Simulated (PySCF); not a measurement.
Isomerisation enthalpies of C3H8O2

**Experimental background.**

CRC Handbook of Chemistry and Physics lists, for the gas at 298.15 K: enthalpy of formation of `OCCCO` (1,3-propanediol) -408 kJ/mol; enthalpy of formation of `COCOC` -348.5 kJ/mol.

The runs below try to reproduce these values; the comparison stands at the end.

Differences of these values give the isomerisation enthalpies. Geometries: PBE0-D3(BJ)/def2-TZVP; runs in PySCF, gas phase, with a dispersion term only where the level names one. Total electronic energies (Eh):

```
SMILES  PBE0-D3(BJ)/def2-TZVP  PBE0/pcSseg-2
 OCCCO             -269.38044     -269.37701
 COCOC             -269.35851     -269.35368
```

Geometry of `OCCCO` (Å):
```
atom  x, y, z in Å
O1    -1.2020    1.5139    0.0051
C2    -1.0975    0.3242   -0.7411
C3     0.3008   -0.2700   -0.7268
C4     0.7283   -0.7679    0.6408
O5     0.7547    0.2580    1.6272
H6    -0.8017    1.3345    0.8651
H7    -1.8131   -0.4313   -0.3786
H8    -1.3859    0.5736   -1.7653
H9     1.0150    0.4776   -1.0930
H10    0.3396   -1.1137   -1.4257
H11    0.0098   -1.5038    1.0118
H12    1.7046   -1.2646    0.5828
H13    1.4618    0.8697    1.4035
```

Geometry of `COCOC` (Å):
```
atom  x, y, z in Å
C1    -1.8637   -0.0560   -0.0080
O2    -0.7986    0.5226    0.7097
C3     0.2225    0.9908   -0.1120
O4     0.9102   -0.0147   -0.7837
C5     1.6612   -0.8423    0.0738
H6    -2.3085    0.6687   -0.7028
H7    -2.6164   -0.3579    0.7196
H8    -1.5387   -0.9320   -0.5778
H9     0.8962    1.5510    0.5488
H10   -0.1772    1.6452   -0.8971
H11    2.3742   -0.2518    0.6641
H12    1.0197   -1.4021    0.7615
H13    2.2121   -1.5409   -0.5550
```

Zero-point and thermal terms are left out, so the computed numbers are electronic energies.

**Comparison with experiment**

Relative to `OCCCO`, the lowest by measurement, in kJ/mol (measured: enthalpies at 298.15 K; computed: electronic energies):

```tsv
SMILES	measured	PBE0-D3(BJ)/def2-TZVP	PBE0/pcSseg-2
OCCCO	0.0	0.0	0.0
COCOC	59.5	57.6	61.2
```

Measured values: -408 kJ/mol (298.15 K; CRC Handbook of Chemistry and Physics) for the first row; the others come from the same table. Unsigned miss: PBE0/pcSseg-2 1.7, PBE0-D3(BJ)/def2-TZVP 1.9 kJ/mol. One conformer stands for `OCCCO` and `COCOC`, not necessarily the lowest, while the measurement averages over conformers. Where a level misses, the cause wasn't examined.
